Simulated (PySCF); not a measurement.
Consider `SCCS` (C2H6S2). Atom numbers as in the mapped SMILES `[SH:1][CH2:2][CH2:3][SH:4]`.

Level of theory: ωB97X-D3(BJ)/ma-def2-TZVP single points in PySCF, grid level 2; every species was optimised with PBE0-D3(BJ)/ma-def2-SVP. The prefix ma- adds one diffuse s and one diffuse p function on all atoms but H. Thermal corrections: PBE0-D3(BJ)/ma-def2-SVP frequencies, unscaled, ideal gas at 298.15 K and 1 bar, quasi-RRHO entropy.

(1) What are the vertical and the adiabatic ionisation energy for forming the radical cation?

(2) Where does the unpaired spin of the relaxed radical cation sit?

(3) What oxidation potential follows in acetonitrile (IEF-PCM), given that Fc+/Fc comes at 4.54 V absolute with this functional and basis?

(4) How far is −ε(HOMO) from the vertical value by ΔSCF?

Answers

(1) 9.51 eV vertical and 9.32 eV adiabatic, the latter with zero-point energy.

(2) S1 (thiol sulfur) 0.46, S4 (thiol sulfur) 0.46 (intrinsic atomic orbital populations).

(3) In the gas phase ΔG of oxidation is 9.307 eV, and solvation is -23.0 kJ/mol for the parent and -243.8 kJ/mol for the product, so the absolute potential is 7.02 V, or 2.48 V against Fc+/Fc. Fc+/Fc in acetonitrile, 4.54 V, is ωB97X-D3(BJ)/ma-def2-TZVP on PBE0-D3(BJ)/def2-SVP structures with GFN2-xTB thermal terms. Benchmark calculations put it near 5.0 V in acetonitrile and DMSO, so it is about 0.5 V low, and the value against it can read up to that much too high. The solvent is electrostatics only, on gas-phase structures; the absolute scale refers to an electron at rest in vacuum.

(4) −ε(HOMO) = 9.44 eV, which is 0.07 eV below the ΔSCF value.
